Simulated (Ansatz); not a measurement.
# HS₂O−: single points off equilibrium

An exercise on one series of results from a longer session: the logs are not shown, and one member is left open.

Method: single points in def2-TZVPPD; program: Ansatz 0.2.0, Gaussian basis.

Correlated methods freeze the cores.

## Starting geometry

SMILES `[S-]OS`, 4 atoms, charge -1, spin multiplicity 1.

Atoms are counted from 1 here; the program's logs count them from 0.

Bond lengths: S1–O2 1.718 Å, O2–S3 1.733 Å, S3–H4 1.312 Å. Angles: S1–O2–S3 127.7°, O2–S3–H4 100.7°.

As a file:

```xyz
4

S    -1.6551   -0.3022    0.8933
O    -0.2440    0.6055    0.5246
S     0.8287    0.3970   -0.8208
H     1.2806   -0.8122   -0.5864
```

Set-up of the first run:

run/in.yaml

```yaml
crystal:
  periodic: [false, false, false]
  atoms:
    - {symbol: S, position_ang: [-1.655100, -0.302200, 0.893300]}
    - {symbol: O, position_ang: [-0.244000, 0.605500, 0.524600]}
    - {symbol: S, position_ang: [0.828700, 0.397000, -0.820800]}
    - {symbol: H, position_ang: [1.280600, -0.812200, -0.586400]}
basis:
  gaussian: {orbitals: "def2-TZVPPD.json"}
total_charge: -1
correlation: {method: ccsd_t}
output: {forces: true}
```

The basis file named in the input lies beside it (Basis Set Exchange, JSON).

The command line of these runs was not kept.

Among the steps run: CCSD(T)/def2-TZVPPD; PBE0-D4/def2-TZVPPD; wB97M-V/def2-TZVPPD; r2SCAN-D4/def2-TZVPPD; PBE-D4/def2-TZVPPD; CAM-B3LYP-D4/def2-TZVPPD; SPW92/def2-TZVPPD.

One of the session's tables, all rows but one given; the rest of the session is left out.

```
      method  RMS force component (eV/Å)  angle to CCSD(T) forces (°)
     CCSD(T)                       0.845                    reference
     PBE0-D4                       0.783                         18.6
     wB97M-V                       0.942                         12.8
   r2SCAN-D4                       0.645                         23.4
      PBE-D4                           ?                            ?
CAM-B3LYP-D4                       0.892                         14.5
       SPW92                       0.741                         39.6
```

Estimate the missing values for PBE-D4.

As computed: RMS force component (eV/Å): 0.696; angle to CCSD(T) forces (°): 35.9. In the column «RMS force component (eV/Å)» it lies between r2SCAN-D4 (0.645) and SPW92 (0.741).
